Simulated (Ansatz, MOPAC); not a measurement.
System: hydrogen fluoride, HF (charge 0, singlet). SMILES: F
Geometry: optimised at B3LYP-D3(BJ)/def2-TZVP (Ansatz, a quantum-chemistry and plane-wave program).

PM7 beside other levels, property by property. Terms: each state is the SCF solution reached for its charge and spin; valence correlation only; PM7 with its own dispersion and hydrogen-bond terms; six Cartesian d functions in 6-31G* and its kin unless marked 5d; UHF or UKS for open shells; non-relativistic; spin-orbit terms left out. Basis-set limits of correlation are two-point, X^-3; Hartree-Fock from the larger set. First-principles rows: single points at B3LYP-D3(BJ) geometries (Ansatz), with unscaled harmonic terms from B3LYP/6-31G* at its own minima, enthalpies of formation by atomisation with measured atoms. Semi-empirical rows: MOPAC heats of formation at their own minima for 298 K, the proton's as measured; differences of heats of formation at the shared geometry for vertical values; dipoles at the shared geometry. Sets without +, aug- or the D of def2-TZVPD hold no diffuse functions, which anions need.

Measured values: Active Thermochemical Tables 1.112 (ions: stationary electron), as tabulated in the package chemicals; CCCBDB table in ASE; NIST CCCBDB, as tabulated in the package chemicals; they hold spin-orbit and core effects, anharmonicity. Coupled cluster (Ansatz) is a level with limits of its own, used here on species with T1 under 0.025 (0.045 for open shells) and stable references: CCSD(T)/CBS(aug-cc-pVTZ,aug-cc-pVQZ).

```tsv
property	PM7 (MOPAC)	PM3 (MOPAC)	PBE/6-31G* (Ansatz)	B3LYP/6-31G* (Ansatz)	to compare with
F-H bond dissociation enthalpy at 298 K, to F atom + H atom (kcal/mol)	132.9	133.7	126.2	123.4	136.3 measured
size of the dipole moment (D)	1.50	1.38	1.80	1.85	1.82 measured
vertical ionisation energy to the doublet (eV)	15.41	15.43	15.68	15.74	16.12 measured
enthalpy of formation at 298 K (kcal/mol)	-61.9	-62.8	-55.2	-52.4	-65.2 measured
deprotonation enthalpy (F-H bond) at 298 K, to [F-] + H+ (kcal/mol)	369.0	397.2	415.7	413.1	371.6 coupled cluster
```

As the rows show:
- F-H bond dissociation enthalpy at 298 K, to F atom + H atom: PM7 lies 3.4 kcal/mol below the measured value.
- size of the dipole moment: PM7 lies 0.32 D below the measured value.
- vertical ionisation energy to the doublet: PM7 lies 0.71 eV below the measured value.
- enthalpy of formation at 298 K: PM7 lies 3.3 kcal/mol above the measured value.
- deprotonation enthalpy (F-H bond) at 298 K, to [F-] + H+: PM7 lies 2.6 kcal/mol below coupled cluster.

The properties are those with a value to compare with, at most eight drawn at random. No case is left out for the size of its miss. Left out are saddle points of the reference geometry, anions that the best level run finds unbound, excited spin states, species near biochemistry, cases with under five habitual levels, runs that failed or whose electronic state is in doubt, and table entries that another table contradicts.
